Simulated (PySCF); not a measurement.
pyridine (C5H5N), SMILES c1ccncc1.

Geometry optimised at ωB97X-D3(BJ)/def2-SVP.

All values below come from ωB97X-D3(BJ)/def2-SVP run with PySCF.

Frequencies are harmonic and unscaled.

Question: Estimate the vibrational spectrum. (An estimate is asked for; the answer gives what the named calculation found.)

Answer: 
```
mode  ν (cm⁻¹)  IR (km/mol)  moving atoms (share of kinetic energy)
----  --------  -----------  --------------------------------------
1          393          0.0                          C 66 %, H 34 %
2          428          3.5                  C 50 %, N 29 %, H 21 %
3          614          4.5                          C 62 %, N 31 %
4          675          0.4                           C 88 %, H 8 %
5          727         51.7                          H 73 %, C 23 %
6          778          6.5                  C 42 %, H 41 %, N 17 %
7          916          0.0                          H 79 %, C 21 %
8          983          0.1                          H 72 %, C 27 %
9         1026         10.2                          C 58 %, N 35 %
10        1035          0.0                          H 65 %, C 35 %
11        1049          0.1                          H 73 %, C 27 %
12        1068          2.3                          C 85 %, H 14 %
13        1093          0.0                          H 59 %, C 37 %
14        1104          6.1                          H 64 %, C 32 %
15        1159          2.6                          H 86 %, C 14 %
16        1249          4.1                          H 79 %, C 20 %
17        1304          0.1                   C 66 %, N 25 %, H 9 %
18        1380          0.0                          H 82 %, C 15 %
19        1495         28.7                  C 45 %, H 40 %, N 15 %
20        1535          4.3                          C 55 %, H 40 %
21        1690         15.6                          C 77 %, N 16 %
22        1692         26.6                           C 86 %, H 9 %
23        3184         26.4                           H 92 %, C 8 %
24        3187          6.0                           H 91 %, C 9 %
25        3215          4.2                           H 92 %, C 8 %
26        3232         12.9                           H 91 %, C 9 %
27        3239          2.6                           H 91 %, C 9 %
```
